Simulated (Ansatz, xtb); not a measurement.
Relaxing a trial structure of COSi−

The starting geometry of this gas-phase doublet has its atoms placed at random.

```csv
atom,x (Å),y (Å),z (Å)
C,0.2347,-1.6851,0.3507
O,0.1888,0.5223,0.6875
Si,-0.4457,0.4358,-1.1555
```

Guess where an optimisation with r2SCAN-D4/def2-SVPD ends from this start.

It ends as a structure given below by its coordinates. Contacts that close: C1–O2 (2.23 → 1.29 Å), C1–Si3 (2.69 → 1.93 Å).

The energy falls by 3.98 eV over 9 steps:

```json
{"step": "1", "E − E(last) (eV)": "3.980"}
{"step": "2", "E − E(last) (eV)": "2.285"}
{"step": "3", "E − E(last) (eV)": "1.056"}
{"step": "4", "E − E(last) (eV)": "0.800"}
{"step": "5", "E − E(last) (eV)": "0.417"}
{"step": "6", "E − E(last) (eV)": "0.211"}
{"step": "7", "E − E(last) (eV)": "0.030"}
{"step": "8", "E − E(last) (eV)": "0.005"}
{"step": "9", "E − E(last) (eV)": "0.000"}
```

Final geometry (Å):

```xyz
3

C     0.1628   -1.0460    0.2797
O     0.2277    0.1632    0.7230
Si   -0.4127    0.1559   -1.1200
```

From the same start GFN2-xTB reaches the same bonding as this run.

From so rough a start the end depends on the optimiser's path, so another program may land elsewhere. No frequencies were run, so the end isn't proven a minimum. Open shells are spin-unrestricted. Run with Ansatz 0.2.0, 91 s on 1 thread of Arm Neoverse V2, with other jobs on the host.
